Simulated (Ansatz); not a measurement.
# Al₂NH₅: single points off equilibrium

The atoms stand at a structure displaced at random from a GFN2-xTB minimum. How far do the functionals agree with CCSD(T) there?

The runs use Ansatz 0.2.0, Gaussian basis; single points in def2-TZVPP.

Cores are frozen in the correlated methods.

## Step 1: Starting geometry

SMILES `[AlH2][NH][AlH2]`, 8 atoms, charge 0, spin multiplicity 1.

Atoms are counted from 1 here; the program's logs count them from 0.

Bond lengths: Al1–N2 1.686 Å, Al1–H4 1.371 Å, Al1–H5 1.489 Å, N2–Al3 1.823 Å, N2–H6 1.131 Å, Al3–H7 1.469 Å, Al3–H8 1.560 Å. Angles: N2–Al1–H4 122.4°, N2–Al1–H5 121.5°, H4–Al1–H5 113.9°, Al1–N2–Al3 157.2°, Al1–N2–H6 94.6°, Al3–N2–H6 107.8°, N2–Al3–H7 123.9°, N2–Al3–H8 119.6°, H7–Al3–H8 115.2°.

Geometry (Å):

```mol
Al2H5N
  3D, bonds by distance, orders not assigned

  8  7  0  0  0  0  0  0  0  0999 V2000
   -1.1726    1.0497   -0.6031 Al  0  0
    0.0969    0.1803    0.0860 N   0  0
    1.0636   -1.2896    0.5619 Al  0  0
   -2.1187    0.4612   -1.4027 H   0  0
   -1.1306    2.5347   -0.7099 H   0  0
    0.5252    1.0687    0.6394 H   0  0
    2.2020   -1.8053   -0.2099 H   0  0
    0.5105   -2.2565    1.6546 H   0  0
  1  2  8  0
  1  4  8  0
  1  5  8  0
  2  3  8  0
  2  6  8  0
  3  7  8  0
  3  8  8  0
M  END
```

## Step 2: CCSD(T)/def2-TZVPP

run/in.yaml reads:

```yaml
crystal:
  periodic: [false, false, false]
  atoms:
    - {symbol: Al, position_ang: [-1.172600, 1.049700, -0.603100]}
    - {symbol: N, position_ang: [0.096900, 0.180300, 0.086000]}
    - {symbol: Al, position_ang: [1.063600, -1.289600, 0.561900]}
    - {symbol: H, position_ang: [-2.118700, 0.461200, -1.402700]}
    - {symbol: H, position_ang: [-1.130600, 2.534700, -0.709900]}
    - {symbol: H, position_ang: [0.525200, 1.068700, 0.639400]}
    - {symbol: H, position_ang: [2.202000, -1.805300, -0.209900]}
    - {symbol: H, position_ang: [0.510500, -2.256500, 1.654600]}
basis:
  gaussian: {orbitals: def2-TZVPP}
correlation: {method: ccsd_t}
output: {forces: true}
```

No record of the launch command was kept for these runs.

## Step 3: PBE0-D4/def2-TZVPP

run/in.yaml, as its differences from that of step 2:

```diff
@@ -13,3 +13,3 @@
   gaussian: {orbitals: def2-TZVPP}
-correlation: {method: ccsd_t}
-output: {forces: true}
+hamiltonian: {xc: pbe0, dispersion: d4}
+output: {forces: true, orbitals: {seedname: orbitals}}
```

## Step 4: wB97M-V/def2-TZVPP

run/in.yaml, as its differences from that of step 3:

```diff
@@ -13,3 +13,3 @@
   gaussian: {orbitals: def2-TZVPP}
-hamiltonian: {xc: pbe0, dispersion: d4}
-output: {forces: true, orbitals: {seedname: orbitals}}
+hamiltonian: {xc: {name: wB97M-V}}
+output: {forces: true}
```

## Step 5: r2SCAN-D4/def2-TZVPP

run/in.yaml, as its differences from that of step 4:

```diff
@@ -13,3 +13,3 @@
   gaussian: {orbitals: def2-TZVPP}
-hamiltonian: {xc: {name: wB97M-V}}
+hamiltonian: {xc: r2scan, dispersion: d4}
 output: {forces: true}
```

## Step 6: PBE-D4/def2-TZVPP

run/in.yaml, as its differences from that of step 5:

```diff
@@ -13,3 +13,3 @@
   gaussian: {orbitals: def2-TZVPP}
-hamiltonian: {xc: r2scan, dispersion: d4}
+hamiltonian: {xc: pbe, dispersion: d4}
 output: {forces: true}
```

## Step 7: r2SCAN0-D4/def2-TZVPP

run/in.yaml, as its differences from that of step 6:

```diff
@@ -13,3 +13,3 @@
   gaussian: {orbitals: def2-TZVPP}
-hamiltonian: {xc: pbe, dispersion: d4}
+hamiltonian: {xc: {name: r2SCAN0}, dispersion: d4}
 output: {forces: true}
```

## Step 8: BHLYP-D4/def2-TZVPP

run/in.yaml, as its differences from that of step 7:

```diff
@@ -13,3 +13,3 @@
   gaussian: {orbitals: def2-TZVPP}
-hamiltonian: {xc: {name: r2SCAN0}, dispersion: d4}
+hamiltonian: {xc: {name: BHLYP}, dispersion: d4}
 output: {forces: true}
```

(Steps that only read results are left out.)

Q: Predict the outcome of this session. Wanted: energy less free atoms, CCSD(T)/def2-TZVPP; RMS force component; RMS force error; HOMO and LUMO, PBE0-D4; T1 diagnostic.

The runs gave:

| quantity | value |
| --- | --- |
| energy less free atoms, CCSD(T)/def2-TZVPP | -2081.3 kJ/mol |
| RMS force component | 1.652 to 1.710 eV/Å over the methods |
| RMS force error | PBE0-D4 0.089, wB97M-V 0.065, r2SCAN-D4 0.060, PBE-D4 0.095, r2SCAN0-D4 0.122, BHLYP-D4 0.166 eV/Å |
| HOMO and LUMO, PBE0-D4 | -7.59 and -1.43 eV |
| T1 diagnostic | 0.012 |

What this shows: Against CCSD(T) the functionals' energies less atoms differ by -73.0 to -8.1 kJ/mol, PBE-D4 by -26.1 kJ/mol. CCSD(T) in triple zeta still lacks some correlation energy of the bonds, so part of these gaps is its own basis error and they don't rank the functionals. For forces r2SCAN-D4 does best and BHLYP-D4 worst. Frozen-core CCSD(T) forces in triple zeta carry basis errors of their own, and this is one geometry, so small gaps rank nothing.
